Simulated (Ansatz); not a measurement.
C6H10 can be A, `CCC#CCC`, or B, `C1CC1C1CC1`.

Gas-phase electronic energies from Ansatz, PBE0-D4/def2-TZVP geometries. CBS: MP2 limit from def2 TZ/QZ plus the TZ coupled-cluster correction, frozen cores. Functionals use def2-TZVPP. B3LYP here is the variant with VWN-RPA as its local correlation; programs differ in this. One conformer a species, not always the lowest.

Task: Which isomer does CCSD(T)/CBS put lower? Give the gap. (Best estimate.)

Result: The calculation gave: A, by 26.3 kJ/mol.

Task: Give E(B) − E(A) in kJ/mol with MP2/def2-TZVPP, r2SCAN-D4, B3LYP-D4, B2PLYP, CCSD(T)/def2-TZVPP, CCSD(T)/def2-SVP, ωB97M-V. (Best estimate.)

Result: The calculation gave: MP2/def2-TZVPP 16.6, r2SCAN-D4 7.0, B3LYP-D4 34.8, B2PLYP 36.3, CCSD(T)/def2-TZVPP 23.6, CCSD(T)/def2-SVP 17.4, ωB97M-V 11.0. None reverses the order clearly.

Largest T1 diagnostic: 0.010.

At CCSD(T), def2-SVP lies −8.9 kJ/mol from the extrapolated value and def2-TZVPP −2.7 kJ/mol. The D4 term adds −5.5 kJ/mol with B3LYP and −2.8 kJ/mol with PBE0; it sums over pairs of atoms, weighted by their polarisabilities, and B3LYP, whose exchange is more repulsive, gets the larger term.
